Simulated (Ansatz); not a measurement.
Compare A (`C#CC(C)F`) with its isomer B (`FCC1=CC1`).

Computed with Ansatz on PBE0-D4/def2-TZVP structures; ΔE is electronic, products minus reactants. CCSD(T)/CBS adds triple-zeta CCSD(T) − MP2 to the extrapolated MP2 energy (def2 sets, frozen cores). DFT in def2-TZVPP. B3LYP here is the variant with VWN-RPA as its local correlation; programs differ in this. Each species was taken in one conformer, which may not be the lowest.

A:

```xyz
10

C    -0.1432    1.5586   -1.6729
C    -0.3411    0.6745   -0.8872
C    -0.5493   -0.4122    0.0611
C     0.6436   -0.6344    0.9635
F    -1.6625   -0.1350    0.8453
H     0.0242    2.3472   -2.3682
H    -0.7826   -1.3277   -0.4947
H     0.4312   -1.4495    1.6569
H     1.5198   -0.8939    0.3674
H     0.8601    0.2725    1.5288
```

B:

Z-matrix (Å, degrees):
```
C
C 1 1.461
F 1 1.377 2 111.9
H 1 1.097 2 110.1 3 -120.5
H 1 1.097 2 110.1 3 120.6
C 2 1.498 1 143.0 3 180.0
C 2 1.288 1 152.5 3 0.2
H 6 1.091 2 119.4 1 74.0
H 6 1.092 2 119.4 1 -73.7
H 7 1.076 2 149.4 1 -0.2
```

**Question.** Which isomer does CCSD(T)/CBS put lower? Give the gap. (An estimate is asked.)

**Answer.** Ansatz gave: A, by 20.2 kcal/mol.

**Question.** Give E(B) − E(A) in kcal/mol with CCSD/def2-TZVPP, B3LYP-D4, B3LYP, CCSD(T)/def2-TZVPP, CCSD(T)/def2-SVP, HF/def2-TZVPP, MP2/def2-TZVPP. (Estimate.)

**Answer.** The calculation gave: CCSD/def2-TZVPP 20.3, B3LYP-D4 18.8, B3LYP 18.8, CCSD(T)/def2-TZVPP 20.2, CCSD(T)/def2-SVP 18.3, HF/def2-TZVPP 22.3, MP2/def2-TZVPP 20.1. None reverses the order clearly.

**Question.** Does the order hold for the free energy at 298.15 K (harmonic terms from PBE0-D4)? (Best estimate.)

**Answer.** The calculation gave: Yes: G(B) − G(A) = +20.6 kcal/mol, for one conformer each.

Largest T1 diagnostic: 0.011.

In def2-TZVPP, CCSD(T) changes the Hartree–Fock value by −2.0 kcal/mol (the triples alone add −0.1 kcal/mol) and MP2 by −2.2 kcal/mol. At CCSD(T), def2-SVP lies −1.9 kcal/mol from the extrapolated value and def2-TZVPP +0.0 kcal/mol.
